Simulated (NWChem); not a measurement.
# PBE/def2-QZVPD run of HCl (hydrogen chloride)

What is the vertical ionisation energy of HCl (hydrogen chloride) at PBE/def2-QZVPD? 

The results are computed with NWChem 7.3.0.

2 further runs of the same task are left out: 2 set aside as unsound or not needed.

## (1) The system as given

The species is HCl (2 atoms), meant as a singlet with charge 0. As SMILES, `Cl`. The shape is that of a PBE0-D4/def2-TZVP optimisation.

Bond lengths: Cl1–H2 1.279 Å.

## (2) A single-point energy at PBE/def2-QZVPD

File clh.nw:

```
start clh
memory total 2200 mb

geometry noautosym nocenter noautoz
  Cl    0.546000   -0.178500    0.280800
  H    -0.546000    0.178500   -0.280800
end

basis "ao basis" spherical bse
  Cl library def2-QZVPD
  H library def2-QZVPD
end

dft
  xc xpbe96 cpbe96
  grid fine
  convergence energy 1e-08
  maxiter 100
  mulliken
  print low
end

task dft energy
```

The run is started by

```
$ nwchem clh.nw > clh.out
```

What it wrote:

```text
[...]
 d= 0,ls=0.0,diis     1   -460.6180794689 -4.68D+02  3.52D-03  2.66D+00     3.0
[...]
 d= 0,ls=0.0,diis     8   -460.6430786754  8.84D-09  1.53D-06  1.64D-07    19.4
         Total DFT energy =     -460.643078675373
      One electron energy =     -649.909033193401
           Coulomb energy =      210.623135799040
    Exchange-Corr. energy =      -28.391958740334
 Nuclear repulsion energy =        7.034777459321
[...]
      Total Density - Mulliken Population Analysis
     ---------------------------------------------
    Atom       Charge   Shell Charges
 -----------   ------   -------------------------------------------------------
    1 Cl  17    17.14   1.65 -0.00  0.29  0.31  1.05  0.63  0.46  1.13  0.41  0.01  5.86 -0.05  0.74  1.92  2.08  0.60  0.01  0.00  0.01  0.01  0.01 -0.00  0.00  0.00  0.00
    2 H    1     0.86   0.11  0.33  0.28  0.04  0.00  0.02  0.05  0.03  0.00  0.01  0.00
[...]
```

It took 20 s on 1 thread of Intel Xeon Platinum 8488C (Sapphire Rapids), shared host; peak memory 0.13 GiB.

## (3) The doublet cation at the same level

File mol.xyz:

```xyz
2
ClH
Cl     0.546000    -0.178500     0.280800
H     -0.546000     0.178500    -0.280800
```

File mol.nw:

```
start mol
title "ClH"
memory total 2200 mb
charge 1
geometry units angstroms noautosym nocenter noautoz
 load mol.xyz
end
basis spherical bse
 Cl library def2-QZVPD
 H library def2-QZVPD
end
dft
 xc xpbe96 cpbe96
 mult 2
 grid fine
 convergence energy 1e-08
 maxiter 100
 mulliken
 noprint "final vectors analysis"
end
task dft energy
```

The run is started by

```
$ nwchem mol.nw > mol.out
```

What it wrote:

```text
[...]
          Wavefunction type:  spin polarized.
          No. of atoms     :     2
          No. of electrons :    17
[...]
          Charge           :     1
          Spin multiplicity:     2
[...]
          AO basis - number of functions:   112
[...]
              XC Information
              --------------
          PerdewBurkeErnzerhof Exchange Functional  1.000
            Perdew 1991 LDA Correlation Functional  1.000 local
           PerdewBurkeErnz. Correlation Functional  1.000 non-local
[...]
 d= 0,ls=0.0,diis     1   -459.9740939479 -4.67D+02  5.43D-03  2.38D+00     3.0
[...]
 d= 0,ls=0.5,diis    12   -460.1757598891 -3.37D-09  1.46D-07  9.57D-10    29.2
[...]
         Total DFT energy =     -460.175759889922
      One electron energy =     -642.383091522310
           Coulomb energy =      203.243957670957
    Exchange-Corr. energy =      -28.071403497890
 Nuclear repulsion energy =        7.034777459321
[...]
      Total Density - Mulliken Population Analysis
     ---------------------------------------------
    Atom       Charge   Shell Charges
 -----------   ------   -------------------------------------------------------
    1 Cl  17    16.28   1.65 -0.00  0.29  0.31  1.05  0.62  0.50  1.21  0.32 -0.00  5.86 -0.05  0.70  1.85  1.71  0.23 -0.00  0.00  0.01  0.01  0.01 -0.00  0.00  0.00  0.00
    2 H    1     0.72   0.10  0.31  0.22  0.02  0.00  0.02  0.03  0.00  0.00  0.01  0.00
[...]
      <S2> =      0.7536 (Exact =     0.7500)
[...]
```

It took 32 s on 1 thread of Intel Xeon Platinum 8488C (Sapphire Rapids), shared host; peak memory 0.13 GiB.

## (4) What came out

Level: PBE/def2-QZVPD.

| quantity | value |
| --- | --- |
| singlet HCl: total energy | -460.64308 Eh |
| doublet cation: total energy | -460.17576 Eh |
| doublet cation: ⟨S²⟩ | 0.754 |
| vertical ionisation energy (to the doublet cation) | 12.716 eV |

Removing an electron at fixed nuclei costs 12.72 eV (293 kcal/mol).
